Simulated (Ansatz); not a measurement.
# NO+ (triplet): wave-function methods side by side, def2-TZVPP

The task here is to estimate one member of a computed series from the others.

Method: def2-TZVPP, core rule «outside noble gas», up to 2 orbitals frozen; program: Ansatz 0.2.0, Gaussian basis.

Plan: UHF; ROHF; CCSD(T) on UHF.

2 further runs of the same task are left out: 2 set aside as unsound or not needed.

### The system

The geometry is a PBE0/def2-TZVP stationary point (not a proven minimum).

2 atoms, charge 1, spin multiplicity 3.

Atoms are counted from 1 here; the program's logs count them from 0.

Bond lengths: N1–O2 1.268 Å.

The first run:

Contents of in.yaml:

```yaml
crystal:
  periodic: [false, false, false]
  atoms:
    - {symbol: N, position_ang: [0.000000, 0.000000, 0.000000]}
    - {symbol: O, position_ang: [0.000000, 0.000000, 1.267900]}
basis:
  gaussian: {orbitals: def2-TZVPP}
total_charge: 1
magnetization: {spin_polarized: true, initial_magnetization: 2}
hamiltonian: {xc: hf}
output: {orbitals: {seedname: orbitals}}
```

On the command line:

```bash
$ ansatz run in.yaml --threads 1 --pin off --events-out ev --progress --plain --max-ram 2816MiB --backend cpu
```

Steps of the session up to this table: UHF; ROHF; CCSD(T) on UHF.

One table of the session follows, with a row left open; its other results are not shown here.

It belongs to the step «Misses and costs». 

| method | from UCCSD(T) (meV) |
| --- | --- |
| ROHF | +10129.3 |
| UHF | ? |
| UMP2 | +1415.6 |
| UCCSD | +497.0 |
| UCCSD(T) | 0 |

**Question.** Estimate the row for UHF.

**Answer.** from UCCSD(T) (meV): +9821.7. In the column «from UCCSD(T) (meV)» it lies between UMP2 (+1415.6) and ROHF (+10129.3).

The program flags UCCSD(T) as in doubt (see the logs), so the zero of the table is itself unsure.

To keep in mind: The program flags UCCSD(T) as in doubt, so the zero of the table is itself unsure.
